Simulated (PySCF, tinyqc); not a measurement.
Starting guesses with DIIS over 6 matrices: SCF starting guesses in the sto-3g basis, for BH, spin multiplicity 1. Computed by the program tinyqc with PySCF. RHF with one setting changed at a time; a run stops when the energy changes by less than 1e-09 hartree and the error matrix is below 1e-5. Starts: the lowest orbitals of the core Hamiltonian, of the Wolfsberg-Helmholz matrix (K = 1.75), projected atomic densities, random orbitals, and the highest orbitals of the core Hamiltonian (a deliberately bad start).

Geometry (angstrom):
```
atom       x       y       z
B     0.0000  0.0000  0.0000
H     0.0000  0.0000  2.0080
```

lowest restricted solution found by these runs and by PySCF = -24.610177 hartree

Largest element of the error matrix X^T (FDS - SDF) X:
```
iteration     core  Wolfsberg-Helmholz  atomic densities   random  highest core orbitals
1          2.7e-01             5.1e-01           1.5e-01  6.0e+00                1.1e-01
2          2.8e-01             1.9e-01           2.6e-01  3.7e-01                5.3e-01
3          1.3e-01             9.1e-02           2.2e-01  1.6e-01                5.1e-01
4          2.9e-02             5.0e-02           8.9e-03  9.1e-02                2.6e-01
5          8.8e-03             1.6e-02           5.1e-03  3.9e-02                2.6e-01
6          2.0e-04             2.9e-04           1.6e-04  1.8e-02                2.6e-01
8          8.2e-06             5.7e-06           2.8e-08  5.0e-03                2.7e-01
10               -                   -                 -  9.0e-04                1.0e-01
14               -                   -                 -  6.4e-08                6.2e-06
```

How each run ends:
```
run                    iterations  E (hartree)         state
core                            8    -24.61018  lowest found
Wolfsberg-Helmholz              8    -24.28687        higher
atomic densities                8    -24.61018  lowest found
random                         14    -24.61018  lowest found
highest core orbitals          15    -24.28687        higher
```

What does the comparison show, and why?

3 of 5 runs reach the lowest restricted solution found, in 8 to 14 iterations (fastest: core, atomic densities). Ending on a higher stationary point: Wolfsberg-Helmholz, highest core orbitals; a small error matrix cannot reveal that, and an occupation fixed by the start is kept by symmetry or by the shape of the basin. The first errors are 3e-01, 5e-01, 1e-01, 6e+00, 1e-01; the deliberately bad start has the smallest one, so a small first error does not mark a good start. The restricted reference is unstable here: a spin-polarised solution lies 0.0296 hartree lower (PySCF), so results built on it describe a poor reference.
